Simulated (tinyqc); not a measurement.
Worked calculation: harmonic frequencies on the RHF/sto-6g surface (energies and gradients from PySCF), for H3O+, spin multiplicity 1. One step of it, computed by the program tinyqc.

Question. One row of the Hessian: 2Hx. Displace 2Hx by +/-0.01 bohr; H(k, :) = (g(+) - g(-)) / (2 delta).

optimised positions (bohr), order 1O, 2H, 3H, 4H:
$$\begin{pmatrix}
-0.015563 & 0.010560 & 0.444108 \\
1.799291 & -0.016040 & 0.003628 \\
-0.893372 & 1.582756 & -0.051975 \\
-0.931930 & -1.548930 & -0.021595
\end{pmatrix}$$

gradient at +delta (hartree/bohr), order 1O, 2H, 3H, 4H:
$$\begin{pmatrix}
-0.00584255 & 0.00009067 & 0.00104708 \\
0.00592121 & -0.00007435 & -0.00128952 \\
-0.00002799 & -0.00004629 & 0.00012311 \\
-0.00005067 & 0.00002996 & 0.00011933
\end{pmatrix}$$

gradient at -delta (hartree/bohr), order 1O, 2H, 3H, 4H:
$$\begin{pmatrix}
0.00606124 & -0.00004862 & -0.00110445 \\
-0.00611974 & 0.00007923 & 0.00135381 \\
0.00003223 & 0.00003772 & -0.00011963 \\
0.00002627 & -0.00006832 & -0.00012973
\end{pmatrix}$$

Give: row of the Hessian.

Answer.

row of the Hessian (hartree/bohr^2): 1Ox -0.595190, 1Oy 0.006965, 1Oz 0.107576, 2Hx 0.602047, 2Hy -0.007679, 2Hz -0.132166, 3Hx -0.003011, 3Hy -0.004200, 3Hz 0.012137, 4Hx -0.003847, 4Hy 0.004914, 4Hz 0.012453
